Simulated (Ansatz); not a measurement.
# CHAl (singlet): the correlation ladder, cc-pVDZ

The task here is to estimate one member of a computed series from the others.

Computed with Ansatz 0.2.0, Gaussian basis. Level: cc-pVDZ, core rule «outside noble gas», up to 6 orbitals frozen.

Plan: UHF; CCSD(T) on RHF; CCSD(T) on UHF; BCCD(T) on RHF; CISD; CCSDT(Q) on RHF; CCSDT(Q) on UHF.

26 further runs of the same task are left out: 9 for a known fault of the program, 7 that didn't finish, 10 set aside as unsound or not needed.

### The system

The geometry is a PBE0/def2-TZVP stationary point (not a proven minimum).

3 atoms, charge 0, spin multiplicity 1.

Atoms are counted from 1 here; the program's logs count them from 0.

Bond lengths: Al1–C2 1.924 Å, Al1–H3 1.591 Å. Angles: C2–Al1–H3 180.0°.

The first run:

in.yaml

```yaml
crystal:
  periodic: [false, false, false]
  atoms:
    - {symbol: Al, position_ang: [0.000000, 0.000000, 0.110806]}
    - {symbol: C, position_ang: [0.000000, 0.000000, -1.812723]}
    - {symbol: H, position_ang: [0.000000, 0.000000, 1.701917]}
basis:
  gaussian: {orbitals: cc-pVDZ}
magnetization: {spin_polarized: true, initial_magnetization: 0}
hamiltonian: {xc: hf}
output: {orbitals: {seedname: orbitals}}
```

Run with:

```
> ansatz run in.yaml --threads 1 --pin off --events-out ev --progress --plain --max-ram 2393MiB
```

Among the steps run: UHF; CCSD(T) on RHF; CCSD(T) on UHF; BCCD(T) on RHF; CISD; CCSDT(Q) on RHF; CCSDT(Q) on UHF.

One table of the session follows, with a row left open; its other results are not shown here.

It belongs to the step «Misses and costs». 

```
   method  from RCCSDT(Q) (kJ/mol)
      RHF                   +564.6
      UHF                   +455.2
     RMP2                   +136.4
     UMP2                    +71.8
     CISD                    +86.8
    RCCSD                    +44.2
    UCCSD                    -14.9
 RCCSD(T)                    +17.3
 UCCSD(T)                    -41.6
  BCCD(T)                    +18.0
   RCCSDT                        ?
   UCCSDT                    -66.3
RCCSDT(Q)                        0
UCCSDT(Q)                    -77.0
```

**Question.** Estimate the row for RCCSDT.

**Answer.** from RCCSDT(Q) (kJ/mol): +8.5. In the column «from RCCSDT(Q) (kJ/mol)» it lies between RCCSDT(Q) (0) and RCCSD(T) (+17.3).

The program flags UCCSD(T), UCCSDT(Q) as in doubt (see the logs), so those rows may rest on another solution; read them beside their warnings.

Limits of these values: The determinant is far from a pure spin state, so its energy mixes those of several spin states (harmless only where they are near-degenerate, as at dissociation). The program flags UCCSD(T), UCCSDT(Q) as in doubt, so those rows may rest on another solution; read them beside their warnings. Warnings: restricted reference is unstable; spin contamination; large T1 diagnostic. Restricted and unrestricted rows rest on different reference determinants; where their highest levels disagree by more than a few hundredths of an eV, they describe different states and don't form one ladder.
